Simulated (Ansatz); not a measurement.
Ideal-gas functions of `SBS` at 800 K and 1 bar, from an Ansatz frequency run at PBE0-D4/def2-TZVP.

Molar mass 77.97 g/mol, point group Cs (symmetry number 1), electronic degeneracy 1, moments of inertia 13.317, 163.914, 177.231 u Å². Harmonic wavenumbers (cm⁻¹, unscaled): 237, 368, 436, 635, 794, 808, 866, 939, 1127, 2669, 2691, 2716.

Use S(trans) = R[1.5 ln M + 2.5 ln T − 1.1517]; rotational temperatures θ = 24.2544 K / I; S(rot) = R[ln(√π/σ · √(T³/θAθBθC)) + 1.5]; for each mode x = 1.438777 ν̃/T, S = R[x/(eˣ − 1) − ln(1 − e⁻ˣ)] and H = RT x/(eˣ − 1); 1 cm⁻¹ = 0.0119627 kJ/mol; R = 8.31446 J/(mol·K).

By hand: the entropy, in J/(mol·K).

Translation 183.7. Rotation: θ = 1.8213, 0.148, 0.1369 K, giving 114.3. Vibration, mode by mode: 15.47, 11.90, 10.55, 7.65, 6.02, 5.90, 5.42, 4.88, 3.73, 0.40, 0.39, 0.37, in all 72.7. Electronic 0.0. Sum 370.7 J/(mol·K).

By hand: H − E and G − E in kJ/mol, counted from the electronic energy.

Zero-point energy ½ × 14286 × 0.0119627 = 85.4; thermal vibration 32.0; translation, rotation and pV give 4 RT = 26.6. H − E = 144.0 kJ/mol, and G − E = 144.0 − 800 × 370.7/1000 = -152.6 kJ/mol.

Vibration gives 20 % of the entropy. The sum counts one conformer and one mirror image; others add a mixing term.
